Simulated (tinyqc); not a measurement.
Inside a calculation. Method: extended Hueckel theory, for CH2+. The parameters take no account of the charge, which enters only through the electron count. Computed by tinyqc, a small Python program that keeps every step (integrals from PySCF). Settings: charge = 1, K = 1.75, weighted = 1, multiplicity = 2. Command: `OMP_NUM_THREADS=1 python tinyqc.py 25253 25254 out.jsonl` (the two numbers bound the seeds that draw the settings). One thread of a shared host (Intel(R) Xeon(R) Processor @ 2.60GHz), about 0.01 s of CPU time with the checks.

## Overlaps

Geometry (angstrom):
```
atom        x         y        z
C     0.00000   0.00000  0.00000
H     0.00000   0.86100  0.59400
H     0.00000  -0.92600  0.63900
```

Parameters chosen for this run:
```
element  shell  Slater exponent  H_ii (eV)
H           1s          1.30000  -13.60000
C           2s          1.62500  -21.40000
C           2p          1.62500  -11.40000
```

Slater orbitals, each expanded in six Gaussians scaled to its exponent.

overlap S, lower triangle:
```
          1C 2s   1C 2px    1C 2py   1C 2pz    2H 1s    3H 1s
1C 2s   1.00000
1C 2px  0.00000  1.00000
1C 2py  0.00000  0.00000   1.00000
1C 2pz  0.00000  0.00000   0.00000  1.00000
2H 1s   0.51726  0.00000   0.41649  0.28734  1.00000
3H 1s   0.47281  0.00000  -0.39434  0.27212  0.14636  1.00000
```

## Wolfsberg-Helmholz matrix

diagonal H_ii (eV): 1C 2s -21.40000, 1C 2px -11.40000, 1C 2py -11.40000, 1C 2pz -11.40000, 2H 1s -13.60000, 3H 1s -13.60000

K = 1.75000

H_ij = K' S_ij (H_ii + H_jj)/2 for i != j (the diagonal keeps H_ii), with K' = K + D^2 + D^4 (1 - K), D = (H_ii - H_jj)/(H_ii + H_jj), K = 1.75.

H (eV), lower triangle:
```
            1C 2s     1C 2px     1C 2py     1C 2pz      2H 1s      3H 1s
1C 2s   -21.40000
1C 2px    0.00000  -11.40000
1C 2py    0.00000    0.00000  -11.40000
1C 2pz    0.00000    0.00000    0.00000  -11.40000
2H 1s   -16.27388    0.00000   -9.15083   -6.31311  -13.60000
3H 1s   -14.87539    0.00000    8.66419   -5.97886   -3.48338  -13.60000
```

## Orbitals

valence electrons = 5

Solve H C = S C e through S^(-1/2); fill by pairs from the bottom, a degenerate level sharing its electrons equally; each orbital has its largest coefficient positive (the first on a tie).

orbital energies (eV): -24.01761  -15.58793  -12.27803  -11.40000  4.89259  21.18917

occupations: 2.00000  2.00000  1.00000  0.00000  0.00000  0.00000

coefficients:
```
             MO1       MO2       MO3      MO4       MO5       MO6
1C 2s    0.71070  -0.00551  -0.30178  0.00000  -0.16891   1.17005
1C 2px   0.00000   0.00000   0.00000  1.00000   0.00000   0.00000
1C 2py  -0.00242   0.53955   0.01574  0.00000   1.12761   0.26573
1C 2pz  -0.02288  -0.00486   0.89541  0.00000  -0.12766   0.70539
2H 1s    0.26344   0.41947   0.14283  0.00000  -0.68639  -1.16761
3H 1s    0.24034  -0.45464   0.14724  0.00000   1.00929  -0.72439
```

sum of one-electron energies = -91.48911 eV

## Mulliken analysis

P = C n C^T; charge = valence electrons (H 1, C 4) minus the sum of (P S)_ii on the atom; overlap population = 2 sum P_ij S_ij between two atoms.

charges: 1C 0.75332, 2H 0.13305, 3H 0.11363

Overlap populations:
```
pair      value
2-1    0.780092
3-1    0.739958
3-2   -0.068423
```
